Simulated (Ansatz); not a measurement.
# BNHS (quartet): the correlation ladder, def2-TZVPP

The task here is to estimate one member of a computed series from the others.

The runs use Ansatz 0.2.0, Gaussian basis; def2-TZVPP, core rule «outside noble gas», up to 7 orbitals frozen.

Plan: UHF; ROHF; CCSD(T) on UHF.

2 further runs of the same task are left out: 2 set aside as unsound or not needed.

## What is computed

The geometry is a PBE0/def2-TZVP stationary point (not a proven minimum) of the parent state, kept for this charge and spin.

4 atoms, charge 0, spin multiplicity 4.

Atoms are counted from 1 here; the program's logs count them from 0.

Bond lengths: B1–N2 1.256 Å, B1–H4 1.170 Å, N2–S3 1.585 Å. Angles: N2–B1–H4 180.0°, B1–N2–S3 180.0°.

As a file:

```
B     0.0000    0.0000    0.7317
N     0.0000    0.0000   -0.5240
S     0.0000    0.0000   -2.1092
H     0.0000    0.0000    1.9015
```

Set-up of the first run:

in.yaml

```yaml
crystal:
  periodic: [false, false, false]
  atoms:
    - {symbol: B, position_ang: [0.000000, 0.000000, 0.731700]}
    - {symbol: N, position_ang: [0.000000, 0.000000, -0.524000]}
    - {symbol: S, position_ang: [0.000000, 0.000000, -2.109200]}
    - {symbol: H, position_ang: [0.000000, 0.000000, 1.901500]}
basis:
  gaussian: {orbitals: def2-TZVPP}
magnetization: {spin_polarized: true, initial_magnetization: 3}
hamiltonian: {xc: hf}
output: {orbitals: {seedname: orbitals}}
```

The run is started by

```bash
> ansatz run in.yaml --threads 1 --pin off --events-out ev --progress --plain --max-ram 2816MiB --backend cpu
```

Among the steps run: UHF; ROHF; CCSD(T) on UHF.

One of the session's tables, all rows but one given; the rest of the session is left out.

| method | from UCCSD(T) (meV) |
| --- | --- |
| ROHF | +13158.6 |
| UHF | +12665.7 |
| UMP2 | ? |
| UCCSD | +617.6 |
| UCCSD(T) | 0 |

Q: Estimate the row for UMP2 from the others.

The run gave: from UCCSD(T) (meV): +1428.3. In the column «from UCCSD(T) (meV)» it lies between UCCSD (+617.6) and UHF (+12665.7).
